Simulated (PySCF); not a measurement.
Molecule (SMILES): [SiH2] (SiH2) (closed-shell singlet).
Geometry (B3LYP-D3(BJ)/def2-TZVP, fixed):
```
Si
H 1 1.5232
H 1 1.5232 2 91.51
```

Basis-set convergence of the lowest singlet excitation energy at PBE0 with PySCF. Tamm-Dancoff approximation; the state is taken by its order, and sets in which it differs in degeneracy or brightness are left out, yet its character can still change. All functions are spherical. Density fitting with generated auxiliary sets. In sets without p functions on hydrogen, species with hydrogen take exact integrals. No added dispersion term, no relativity. Reference: the value in aug-pcseg-3, 2.466 eV, itself unsure by roughly 0.004 eV (its mean distance from aug-cc-pV(Q+d)Z, aug-pcseg-2, aug-cc-pV(T+d)Z). Deviations are taken from unrounded values. Cost is core time over that of def2-SVP, rough, on shared machines of one kind; a dash marks a row that isn't timed (too short, read off another run, short of memory, by another algorithm or on other hardware).

| basis | functions | lowest singlet excitation energy (eV) | minus reference (eV) | cost |
|---|---|---|---|---|
| 6-31G | 17 | 2.336 | -0.130 | - |
| 6-31G* | 22 | 2.499 | 0.033 | - |
| def2-SV(P) | 22 | 2.514 | 0.048 | - |
| 6-31+G* | 26 | 2.500 | 0.034 | - |
| def2-SVP | 28 | 2.496 | 0.030 | 1× |
| cc-pV(D+d)Z | 33 | 2.488 | 0.022 | 0.7× |
| 6-311G** | 38 | 2.471 | 0.005 | 2× |
| 6-311+G** | 42 | 2.481 | 0.015 | 2× |
| 6-311++G(2d,2p) | 55 | 2.471 | 0.005 | 1× |
| def2-TZVPD | 61 | 2.473 | 0.007 | 2× |
| cc-pV(T+d)Z | 67 | 2.481 | 0.015 | 3× |
| def2-TZVPP | 70 | 2.472 | 0.006 | 3× |
| aug-pcseg-2 | 96 | 2.458 | -0.008 | 6× |
| cc-pV(Q+d)Z | 124 | 2.471 | 0.005 | 6× |
| def2-QZVPPD | 142 | 2.468 | 0.002 | 9× |
| aug-cc-pV(Q+d)Z | 181 | 2.468 | 0.002 | 20× |
| cc-pV(5+d)Z | 210 | 2.469 | 0.003 | 30× |
| pcseg-4 | 227 | 2.469 | 0.003 | 40× |
